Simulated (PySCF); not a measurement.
Gas-phase reaction: 2 C3H6 (cyclic) ⇌ 3 C2H2 (acetylene) + 6 H

Energies from PySCF, thermal terms from the rigid-rotor harmonic-oscillator model, ideal gas at 1 bar. Table values come from the NASA 1993 polynomials. † marks an energy on the PBE0/def2-TZVP geometry and frequencies; other levels use their own. MP2 freezes the core. Open shells (unrestricted): H (multiplicity 2); the rest are closed-shell singlets. B3LYP is the form with VWN-RPA correlation. MP2 isn't extrapolated to the basis-set limit.

```json
[
 {"level": "table", "ΔH°(298 K), kJ": "1886.0"},
 {"level": "B3LYP/def2-TZVP†", "ΔH°(298 K), kJ": "1877.5"},
 {"level": "M06-2X/def2-TZVP†", "ΔH°(298 K), kJ": "[?]"},
 {"level": "MP2/def2-SVP†", "ΔH°(298 K), kJ": "[?]"},
 {"level": "PBE/def2-TZVP†", "ΔH°(298 K), kJ": "1891.0"},
 {"level": "PBE0/def2-TZVP", "ΔH°(298 K), kJ": "1945.2"},
 {"level": "ωB97X-V/def2-TZVP†", "ΔH°(298 K), kJ": "[?]"}
]
```

### Question
Fill in the missing entries.

### Answer

- M06-2X/def2-TZVP†, ΔH°(298 K), kJ: 1908.3
- MP2/def2-SVP†, ΔH°(298 K), kJ: 1802.8
- ωB97X-V/def2-TZVP†, ΔH°(298 K), kJ: 1955.0
